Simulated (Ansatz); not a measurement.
Pressure series in InSb

Start from InSb in the zinc blende structure (space group F-43m, No. 216; a = 6.6350 Å).

Cell and atoms are relaxed at each pressure.

Level of theory: PBE, PAW, 420 eV (Ansatz, a program for electronic structure; no SOC), earlier PAW set.

| pressure (GPa) | volume per atom (Å³/atom) |
|---|---|
| -2 | 38.925 |
| -1 | 37.617 |
| 0 | 36.511 |
| 0.3 | 36.228 |
| 0.7 | ? |
| 1.5 | 35.194 |
| 3 | 34.085 |
| 5 | 32.863 |
| 7.5 | 31.612 |

Task: Fit the third-order Birch–Murnaghan form P(V) = (3B₀/2)[(V₀/V)^(7/3) − (V₀/V)^(5/3)]·[1 + (3/4)(B₀′ − 4)((V₀/V)^(2/3) − 1)] (squares taken in P) to the rows shown and predict the withheld row.

Result: Least squares on the printed values gives V₀ = 36.527 Å³/atom, B₀ = 36.7 GPa, B₀′ = 4.8; this predicts 35.865 Å³/atom, and the run gives 35.861 Å³/atom, 0.004 lower.

Measured bulk modulus of InSb: 46.1 GPa (static lattice; corrected from measurement; as listed in Daniel Mejia-Rodriguez, S. B. Trickey, Phys. Rev. B (2018)); the computed value is 20 % below it.

Load acts through the strain it causes; cell and atoms are relaxed under it. Whether these cells are dynamically stable was not tested. Tetrahedral semiconductors of this kind turn to denser phases somewhere between about 1 and 50 GPa; those were not computed, so compressed cells here can lie past the real transition. The final runs are not spin-polarised.
